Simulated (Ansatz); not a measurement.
Steps of a relaxation of C4H5FO (`C#COC(C)F`) with RKS PBE0-D4/def2-TZVP.

```sh
$ ansatz run in.yaml --threads 4 --pin off --events-out ev --progress --plain --max-ram 10444MiB
```

```yaml
crystal:
  periodic: [false, false, false]
  atoms:
    - {symbol: C, position_ang: [-1.794755, -1.115305, -1.557143]}
    - {symbol: C, position_ang: [-0.654916, -0.990530, -1.130778]}
    - {symbol: O, position_ang: [0.561910, -0.880136, -0.679326]}
    - {symbol: C, position_ang: [0.904272, 0.404341, -0.092366]}
    - {symbol: C, position_ang: [0.364359, 0.513915, 1.311653]}
    - {symbol: F, position_ang: [2.264128, 0.432406, -0.094593]}
    - {symbol: H, position_ang: [-2.792081, -1.241965, -1.948428]}
    - {symbol: H, position_ang: [0.521168, 1.198272, -0.774832]}
    - {symbol: H, position_ang: [0.646533, 1.489871, 1.751551]}
    - {symbol: H, position_ang: [0.784764, -0.300855, 1.932426]}
    - {symbol: H, position_ang: [-0.739981, 0.432987, 1.302436]}
basis:
  gaussian: {orbitals: def2-TZVP}
hamiltonian: {xc: pbe0, dispersion: d4}
relax: {f_tol: 0.005, max_steps: 150}
```

Positions (Å) and forces (eV/Å) along the path, 7 of 7 steps:

```xyz
11
step=1 energy=-8984.6023 eV
C    -1.795   -1.115   -1.557    1.701    0.188    0.635
C    -0.655   -0.991   -1.131   -1.653   -0.056   -0.573
O     0.562   -0.880   -0.679   -0.266    0.277   -0.013
C     0.904    0.404   -0.092   -0.330    0.127   -0.237
C     0.364    0.514    1.312   -0.012   -0.038    0.230
F     2.264    0.432   -0.095   -0.517   -0.073   -0.037
H    -2.792   -1.242   -1.948    0.574    0.066    0.221
H     0.521    1.198   -0.775    0.286   -0.453    0.358
H     0.647    1.490    1.752   -0.120   -0.461   -0.245
H     0.785   -0.301    1.932   -0.203    0.390   -0.297
H    -0.740    0.433    1.302    0.538    0.032   -0.042
11
step=2 energy=-8984.6702 eV
C    -1.769   -1.100   -1.538   -0.173   -0.019   -0.068
C    -0.651   -0.982   -1.122    0.163    0.050    0.081
O     0.560   -0.879   -0.677   -0.037    0.189    0.042
C     0.889    0.401   -0.095   -0.076   -0.138   -0.100
C     0.358    0.508    1.304   -0.017    0.015    0.035
F     2.242    0.428   -0.099   -0.118    0.019   -0.006
H    -2.756   -1.221   -1.922    0.136    0.018    0.054
H     0.516    1.184   -0.774    0.073   -0.128    0.122
H     0.636    1.476    1.733   -0.041   -0.130   -0.064
H     0.776   -0.296    1.919   -0.055    0.112   -0.101
H    -0.735    0.425    1.292    0.143    0.014    0.004
11
step=3 energy=-8984.6740 eV
C    -1.766   -1.094   -1.532    0.000    0.002   -0.001
C    -0.647   -0.979   -1.119    0.022   -0.001    0.014
O     0.564   -0.877   -0.676    0.019    0.066    0.028
C     0.887    0.397   -0.095   -0.027   -0.089   -0.033
C     0.354    0.505    1.300    0.009    0.002   -0.018
F     2.239    0.431   -0.099   -0.002    0.009    0.008
H    -2.750   -1.214   -1.913   -0.021    0.000   -0.007
H     0.515    1.175   -0.770    0.002    0.014   -0.002
H     0.628    1.472    1.725    0.001    0.006    0.000
H     0.774   -0.293    1.913    0.004   -0.008    0.009
H    -0.733    0.420    1.287   -0.007    0.000    0.001
11
step=4 energy=-8984.6741 eV
C    -1.766   -1.093   -1.530    0.002    0.002    0.000
C    -0.645   -0.978   -1.118   -0.007   -0.010    0.000
O     0.565   -0.876   -0.677    0.013    0.020    0.005
C     0.887    0.396   -0.096   -0.018   -0.032   -0.012
C     0.354    0.504    1.299    0.001    0.005   -0.001
F     2.239    0.431   -0.097    0.013    0.003    0.003
H    -2.750   -1.212   -1.910   -0.002    0.002    0.001
H     0.516    1.175   -0.770    0.001    0.010   -0.001
H     0.626    1.471    1.723    0.000    0.003    0.002
H     0.773   -0.293    1.913    0.001   -0.002    0.003
H    -0.734    0.418    1.285   -0.004    0.000    0.002
11
step=5 energy=-8984.6742 eV
C    -1.766   -1.092   -1.527   -0.004    0.002   -0.002
C    -0.644   -0.978   -1.118    0.000   -0.006    0.001
O     0.568   -0.875   -0.680    0.008    0.013    0.009
C     0.888    0.396   -0.097   -0.011   -0.030    0.024
C     0.352    0.504    1.298    0.010   -0.005   -0.034
F     2.240    0.430   -0.095    0.007    0.006    0.001
H    -2.751   -1.211   -1.905   -0.003    0.000    0.000
H     0.519    1.176   -0.771   -0.002    0.016   -0.005
H     0.623    1.471    1.722    0.002    0.007    0.003
H     0.772   -0.293    1.913    0.001   -0.003    0.002
H    -0.735    0.415    1.283   -0.008    0.000    0.001
11
step=6 energy=-8984.6742 eV
C    -1.765   -1.092   -1.526   -0.001    0.002   -0.001
C    -0.644   -0.978   -1.118    0.005   -0.004    0.003
O     0.569   -0.875   -0.681   -0.002    0.000   -0.003
C     0.889    0.395   -0.097   -0.007    0.006    0.013
C     0.351    0.503    1.296    0.004   -0.004   -0.011
F     2.241    0.431   -0.094    0.004   -0.001    0.000
H    -2.752   -1.210   -1.902   -0.001    0.000    0.001
H     0.521    1.177   -0.770    0.000    0.001   -0.003
H     0.621    1.471    1.721    0.001    0.001    0.000
H     0.771   -0.294    1.912    0.000    0.000    0.002
H    -0.736    0.415    1.281   -0.001    0.000    0.000
11
step=7 energy=-8984.6742 eV
C    -1.765   -1.092   -1.524   -0.001    0.001   -0.001
C    -0.643   -0.978   -1.118    0.002   -0.001    0.001
O     0.570   -0.874   -0.683   -0.001   -0.001    0.000
C     0.889    0.396   -0.098    0.004    0.000   -0.002
C     0.350    0.503    1.295   -0.001    0.000    0.002
F     2.241    0.431   -0.092   -0.003    0.000    0.000
H    -2.753   -1.210   -1.899    0.000   -0.001    0.001
H     0.523    1.178   -0.771    0.001    0.001    0.001
H     0.620    1.470    1.721    0.001    0.000    0.000
H     0.769   -0.295    1.911    0.000    0.000   -0.001
H    -0.737    0.415    1.278   -0.001    0.000   -0.001
```

Hardware: 4 threads of an Arm Neoverse V2 on a shared host. Wall time 21 s, peak host memory 0.55 GiB.
